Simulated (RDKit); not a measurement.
Input for RDKit: UFF on CH7NO (a complex).

```python
from rdkit import Chem
from rdkit.Chem import AllChem, rdDetermineBonds

blocks = [
'''3

O    -2.11679569   -0.55936012   -0.00473731
H    -2.47545269    0.32832188    0.02759469
H    -1.15528769   -0.42176512    0.01139069
''',
'''7

N     0.85508831   -0.34244312    0.02098169
H     1.15045331   -0.89508112   -0.77380931
H     1.16516931   -0.85316412    0.83784169
C     1.51442331    0.96592088   -0.01925931
H     1.20388131    1.54764588    0.84525569
H     2.60573331    0.92662588   -0.02821531
H     1.18771131    1.50183788   -0.90708331
''',
]
mol = None
for b in blocks:
    f = Chem.MolFromXYZBlock(b)
    rdDetermineBonds.DetermineBonds(f, charge=0)
    mol = f if mol is None else Chem.CombineMols(mol, f)
Chem.SanitizeMol(mol)
print(Chem.MolToSmiles(Chem.RemoveHs(mol)))
ff = AllChem.UFFGetMoleculeForceField(mol, vdwThresh=100.0, ignoreInterfragInteractions=False)
e = ff.CalcEnergy()
print(f'UFF energy {e:.6f} kcal/mol')
```

Output:

```
CN.O
UFF energy 19.188968 kcal/mol
```

The run finished.

Cost: about 0.020 core-seconds (a rough figure).
